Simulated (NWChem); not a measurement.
All runs are NWChem calculations. System: C$_{2}$H$_{5}$NO, charge 0, spin multiplicity 1, displaced from the optimised geometry.

Job file:

```
start mol
memory heap 200 mb stack 900 mb global 1100 mb
geometry units angstroms nocenter noautoz
  C      1.224421     0.731671     0.000000
  C     -0.027273    -0.173673     0.000000
  N     -1.238344     0.508611     0.000000
  O      0.034788    -1.408581     0.000000
  H      1.240495     1.393328     0.907375
  H      1.240495     1.393328    -0.907375
  H      2.134146     0.082552     0.000000
  H     -2.108946    -0.044689     0.000000
  H     -1.298974     1.535858     0.000000
  symmetry group Cs
end
basis spherical
  * library def2-svp
end
dft
  xc b3lyp
  semidirect memsize 60000000 filesize 0
  iterations 100
  convergence nodiis damp 40
end
task dft gradient
```

The output up to the point where the run's verdict is printed (cleaned and shortened):

```
             Northwest Computational Chemistry Package (NWChem) 7.3.0
             --------------------------------------------------------

                                NWChem Input Module
                                -------------------

 Scaling coordinates for geometry "geometry" by  1.889725989
 (inverse scale =  0.529177249)

 Turning off AUTOSYM since
 SYMMETRY directive was detected!

                             Geometry "geometry" -> ""
                             -------------------------

 Output coordinates in angstroms (scale by  1.889725989 to convert to a.u.)

  No.       Tag          Charge          X              Y              Z
 ---- ---------------- ---------- -------------- -------------- --------------
    1 C                    6.0000     1.22442100     0.73167100     0.00000000
    2 C                    6.0000    -0.02727300    -0.17367300     0.00000000
    3 N                    7.0000    -1.23834400     0.50861100     0.00000000
    4 O                    8.0000     0.03478800    -1.40858100     0.00000000
    5 H                    1.0000     1.24049500     1.39332800     0.90737500
    6 H                    1.0000     1.24049500     1.39332800    -0.90737500
    7 H                    1.0000     2.13414600     0.08255200     0.00000000
    8 H                    1.0000    -2.10894600    -0.04468900     0.00000000
    9 H                    1.0000    -1.29897400     1.53585800     0.00000000

 Effective nuclear repulsion energy (a.u.)     119.3978210793

            Nuclear Dipole moment (a.u.)
            ----------------------------
        X                 Y               Z
 ---------------- ---------------- ----------------
     0.0000000000    -0.0000113384     0.0000000000

      Symmetry information
      --------------------

 Group name             Cs
 Group number              2
 Group order               2
 No. of unique centers     8

      Symmetry unique atoms

     1    2    3    4    5    7    8    9


 Summary of "ao basis" -> "" (spherical)
 ------------------------------------------------------------------------------
[...]
 Grid integrated density:      32.000083533965
 Requested integration accuracy:   0.10E-05
 d= 0,ls=0.5         70   -166.5087054597 -4.00D+01  3.62D-01              14.4
 d= 0,ls=0.5         71   -126.4958902451  4.00D+01  3.62D-01              14.6
 Grid integrated density:      32.000083533965
 Requested integration accuracy:   0.10E-05
 d= 0,ls=0.5         72   -166.5087054597 -4.00D+01  3.62D-01              14.8
 d= 0,ls=0.5         73   -126.4958902451  4.00D+01  3.62D-01              15.0
 Grid integrated density:      32.000083533965
 Requested integration accuracy:   0.10E-05
 d= 0,ls=0.5         74   -166.5087054597 -4.00D+01  3.62D-01              15.2
 d= 0,ls=0.5         75   -126.4958902451  4.00D+01  3.62D-01              15.4
 Grid integrated density:      32.000083533965
 Requested integration accuracy:   0.10E-05
 d= 0,ls=0.5         76   -166.5087054597 -4.00D+01  3.62D-01              15.6
 d= 0,ls=0.5         77   -126.4958902451  4.00D+01  3.62D-01              15.9
 Grid integrated density:      32.000083533965
 Requested integration accuracy:   0.10E-05
 d= 0,ls=0.5         78   -166.5087054597 -4.00D+01  3.62D-01              16.1
 d= 0,ls=0.5         79   -126.4958902451  4.00D+01  3.62D-01              16.3
 Grid integrated density:      32.000083533965
 Requested integration accuracy:   0.10E-05
 d= 0,ls=0.5         80   -166.5087054597 -4.00D+01  3.62D-01              16.5
 d= 0,ls=0.5         81   -126.4958902451  4.00D+01  3.62D-01              16.7
 Grid integrated density:      32.000083533965
 Requested integration accuracy:   0.10E-05
 d= 0,ls=0.5         82   -166.5087054597 -4.00D+01  3.62D-01              16.9
 d= 0,ls=0.5         83   -126.4958902451  4.00D+01  3.62D-01              17.1
 Grid integrated density:      32.000083533965
 Requested integration accuracy:   0.10E-05
 d= 0,ls=0.5         84   -166.5087054597 -4.00D+01  3.62D-01              17.3
 d= 0,ls=0.5         85   -126.4958902451  4.00D+01  3.62D-01              17.5
 Grid integrated density:      32.000083533965
 Requested integration accuracy:   0.10E-05
 d= 0,ls=0.5         86   -166.5087054597 -4.00D+01  3.62D-01              17.7
 d= 0,ls=0.5         87   -126.4958902451  4.00D+01  3.62D-01              17.9
 Grid integrated density:      32.000083533965
 Requested integration accuracy:   0.10E-05
 d= 0,ls=0.5         88   -166.5087054597 -4.00D+01  3.62D-01              18.1
 d= 0,ls=0.5         89   -126.4958902451  4.00D+01  3.62D-01              18.3
 Grid integrated density:      32.000083533965
 Requested integration accuracy:   0.10E-05
 d= 0,ls=0.5         90   -166.5087054597 -4.00D+01  3.62D-01              18.5
 d= 0,ls=0.5         91   -126.4958902451  4.00D+01  3.62D-01              18.7
 Grid integrated density:      32.000083533965
 Requested integration accuracy:   0.10E-05
 d= 0,ls=0.5         92   -166.5087054597 -4.00D+01  3.62D-01              18.9
 d= 0,ls=0.5         93   -126.4958902451  4.00D+01  3.62D-01              19.1
 Grid integrated density:      32.000083533965
 Requested integration accuracy:   0.10E-05
 d= 0,ls=0.5         94   -166.5087054597 -4.00D+01  3.62D-01              19.3
 d= 0,ls=0.5         95   -126.4958902451  4.00D+01  3.62D-01              19.5
 Grid integrated density:      32.000083533965
 Requested integration accuracy:   0.10E-05
 d= 0,ls=0.5         96   -166.5087054597 -4.00D+01  3.62D-01              19.8
 d= 0,ls=0.5         97   -126.4958902451  4.00D+01  3.62D-01              20.0
 Grid integrated density:      32.000083533965
 Requested integration accuracy:   0.10E-05
 d= 0,ls=0.5         98   -166.5087054597 -4.00D+01  3.62D-01              20.2
 d= 0,ls=0.5         99   -126.4958902451  4.00D+01  3.62D-01              20.4
 Grid integrated density:      32.000083533965
 Requested integration accuracy:   0.10E-05
 d= 0,ls=0.5        100   -166.5087054597 -4.00D+01  3.62D-01              20.6
```

The run did not converge; its last values are not results. The next line reads: Calculation failed to converge. NWChem stopped with the message: dft gradient failed.
